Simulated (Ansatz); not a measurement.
A run of Ansatz (development build ahead of 0.2.0) on triplet SO at this shape:

```yaml
atoms:
  - { symbol: S, position_ang: [0.0000, 0.0000, 0.0000] }
  - { symbol: O, position_ang: [0.0000, 0.0000, 2.2200] }
```

Its results:

| Quantity | Value |
| --- | --- |
| Converged | yes |
| Total energy | -472.29662 hartree |
| Spin squared of the determinant | 2.780 |
| Stability test | minimum |

(1) Which input gives this output? Name the method, the orbitals and the basis set, and write the input.

Answers

(1) UHF in pcseg-2.

```yaml
crystal:
  periodic: [false, false, false]
  atoms:
    - { symbol: S, position_ang: [0.0, 0.0, 0.0] }
    - { symbol: O, position_ang: [0.0, 0.0, 2.22] }
basis:
  gaussian: { orbitals: pcseg-2 }
magnetization:
  spin_polarized: true
  initial_magnetization: 2
hamiltonian:
  xc: hf
```

Caution: the unrestricted determinant is spin contaminated.
